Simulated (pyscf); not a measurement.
Optimised with ωB97X-D3(BJ)/def2-SVP in PySCF.

Problem. Estimate the classical barrier height and the reaction energy of `[CH3][N]([CH3])[Ti]([NH2])([NH2])[NH2]` + `[NH3]` -> `[NH2][Ti]([NH2])([NH2])[NH2]` + `[CH3][NH][CH3]` at ωB97M-D3(BJ)/def2-TZVP. The step runs on the singlet surface, breaks N–Ti, H–N and forms N–Ti, H–N; take the separated reactants as zero.

Solution. ΔE‡ = 0.39 eV, ΔE = +0.09 eV. Zero-point energy shifts the barrier by +0.01 eV. It is a four-centre exchange, with an imaginary mode of 1284i cm⁻¹. On the reactant side the descent ends in an adduct with a N–Ti contact (not fully relaxed), 0.48 eV under the separated species and 0.82 eV under the saddle at ωB97X-D3(BJ)/def2-TZVP. On the product side the descent ends in an adduct with a N–Ti contact, 0.33 eV under the separated species and 0.51 eV under the saddle at ωB97X-D3(BJ)/def2-TZVP. What is counted as formed (N–Ti) is already present as a longer contact in the reactant adduct; forming that adduct is a step of its own. What is counted as broken (N–Ti) persists as a longer contact in the product adduct; parting that adduct is a step of its own. H₃C–NH–CH₃ lies 0.34 eV over its isomer H₃C–CH₂–NH₂, and others may lie lower still (electronic energy, ωB97M-D3(BJ)). This is the saddle that the search found; another between the same sides may lie lower.
